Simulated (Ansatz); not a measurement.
Input file:

```yaml
crystal:
  periodic: [false, false, false]
  atoms:
    - {symbol: N, position_ang: [0.000000, -0.685331, 1.792532]}
    - {symbol: Si, position_ang: [0.000000, 0.589517, 0.656379]}
    - {symbol: P, position_ang: [0.000000, -0.257823, -1.341581]}
    - {symbol: H, position_ang: [0.000000, 1.019996, -1.972718]}
basis:
  gaussian: {orbitals: cc-pVDZ, fitting: {mean_field: def2-universal-jkfit}}
magnetization: {spin_polarized: true, initial_magnetization: 3}
correlation: {method: ccsd_t, electrons: valence, diis_vectors: 12}
```

```sh
$ ansatz run in.yaml --threads 1 --pin off --events-out ev --progress --plain --max-ram 2393MiB
```

Output:

```
351 factors; integrals over basis functions are off by at most 3.8e-1 eV
mean field evaluation 1: about -18624.6712 eV, gradient 1.9e1 eV
mean field evaluation 2: about -18625.9208 eV, gradient 1.8e1 eV
mean field evaluation 4: about -18628.2097 eV, gradient 2.0e0 eV
mean field evaluation 8: about -18628.5034 eV, gradient 3.7e-1 eV
mean field evaluation 16: about -18628.5697 eV, gradient 4.7e-2 eV
mean field evaluation 32: about -18628.5306 eV, gradient 6.0e-2 eV
mean field evaluation 64: about -18628.1407 eV, gradient 1.4e0 eV
mean field evaluation 96: about -18628.5216 eV, gradient 5.7e-1 eV
mean field evaluation 128: about -18628.5678 eV, gradient 1.8e-1 eV
mean field evaluation 160: about -18624.4303 eV, gradient 7.5e0 eV
mean field evaluation 192: about -18628.5207 eV, gradient 3.8e-1 eV
mean field evaluation 224: about -18628.5700 eV, gradient 1.1e-2 eV
mean field evaluation 256: about -18627.9659 eV, gradient 1.0e-1 eV
mean field evaluation 288: about -18627.4246 eV, gradient 1.1e0 eV
mean field evaluation 320: about -18627.5240 eV, gradient 4.8e-3 eV
mean field evaluation 352: about -18625.9810 eV, gradient 3.3e0 eV
mean field evaluation 384: about -18627.7471 eV, gradient 3.0e0 eV
mean field evaluation 416: about -18622.2190 eV, gradient 1.5e1 eV
mean field evaluation 448: about -18628.1537 eV, gradient 5.5e-1 eV
mean field evaluation 480: about -18628.0527 eV, gradient 9.9e-1 eV
mean field evaluation 512: about -18627.9720 eV, gradient 7.8e-2 eV
mean field evaluation 544: about -18626.3334 eV, gradient 5.3e-6 eV
mean field -18628.57003662 eV, -684.5873219474 hartree, gradient 1.9e-6 eV, S^2 4.151301; 20 other end points of the search recorded, 0 dependent functions left out
determinant -18628.57003662 eV, -684.5873219474 hartree, with singles and doubles -18637.40211337 eV, -684.9118947815 hartree
determinant -18628.53098083 eV, -684.5858866737 hartree, with singles and doubles -18637.49935840 eV, -684.9154684703 hartree
determinant -18628.18412353 eV, -684.5731399031 hartree, with singles and doubles -18636.93284616 eV, -684.8946495296 hartree
determinant -18626.56347241 eV, -684.5135820730 hartree, with singles and doubles -18635.61603315 eV, -684.8462575440 hartree
determinant -18626.33338305 eV, -684.5051264448 hartree, with singles and doubles -18634.61172633 eV, -684.8093499491 hartree
determinant -18626.19424776 eV, -684.5000133174 hartree, with singles and doubles -18634.68884823 eV, -684.8121841266 hartree
determinant -18625.40718472 eV, -684.4710892839 hartree, with singles and doubles -18635.29626056 eV, -684.8345061181 hartree
determinant -18628.57003662 eV, -684.5873219474 hartree, with singles and doubles -18637.49644080 eV, -684.9153612505 hartree
determinant -18628.53098083 eV, -684.5858866737 hartree, with singles and doubles -18637.53438406 eV, -684.9167556398 hartree
11 core orbitals not correlated: weight in the atoms' cores, before any rotation towards them, 1.000 or more for the frozen orbitals, at most 0.000 for the correlated occupied ones
reference -18628.53098083 eV, -684.5858866737 hartree; 9, 6 occupied and 35, 38 virtual orbitals, 351 factors
second order -7.41153978 eV of doubles, -0.00000000 eV of singles
cycle   1  -9.00340131 eV  change    1.9e-6 eV  update   2.8e-6
perturbative correction -0.41645758 eV, -0.0153045336 hartree
Total energy: -18637.95083971 eV, -684.9320601026 hartree
```

Ran on 1 thread of Arm Neoverse V2, shared host: 17 s wall, 0.14 GiB peak host memory.
